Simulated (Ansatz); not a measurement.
# PF3 (SMILES FP(F)F): methods side by side

PF3: 4 atoms, total charge 0, spin state singlet. As SMILES, `FP(F)F`. The shape is that of a GFN2-xTB optimisation.

| atom | x (Å) | y (Å) | z (Å) |
| --- | --- | --- | --- |
| P | -0.0046 | 0.0051 | 0.6423 |
| F | 1.3496 | -0.0296 | -0.2031 |
| F | -0.6485 | 1.1803 | -0.2282 |
| F | -0.6965 | -1.1558 | -0.2109 |

Each level gives the energy change with the P1–F2 bond stretched from 1.597 to 3.992 Å (eV). The values are calculated.

| level | kind | program | value (eV) | less FCI/STO-3G |
| --- | --- | --- | --- | --- |
| PBE/STO-3G (restricted) | GGA | Ansatz | 5.14 | +2.36 |
| revPBE/STO-3G (restricted) | GGA | Ansatz | 4.91 | +2.13 |
| CAM-B3LYP/STO-3G (restricted) | range-separated hybrid | Ansatz | 7.10 | +4.32 |
| B2PLYP/STO-3G (restricted) | double hybrid | Ansatz | 3.57 | +0.79 |
| MP2/STO-3G (restricted) | perturbation theory | Ansatz | 1.88 | -0.90 |
| CCSD/STO-3G (restricted) | coupled cluster or CI | Ansatz | 3.06 | +0.28 |
| CCSDT(Q)/STO-3G (restricted) | coupled cluster or CI | Ansatz | 2.77 | -0.01 |
| CCSDT/STO-3G (restricted) | coupled cluster or CI | Ansatz | 2.84 | +0.06 |
| FCI/STO-3G | exact in the basis | Ansatz | 2.78 | 0.00 |

FCI/STO-3G is exact within its basis and frozen core, so for wave-function methods in that basis the difference is their error; functionals converge differently with the basis, so for them it is only a difference. The first shape isn't each level's own minimum. The values span 1.88 to 7.10 eV. All rows use very small basis sets, so none should be taken for the real molecule's value.
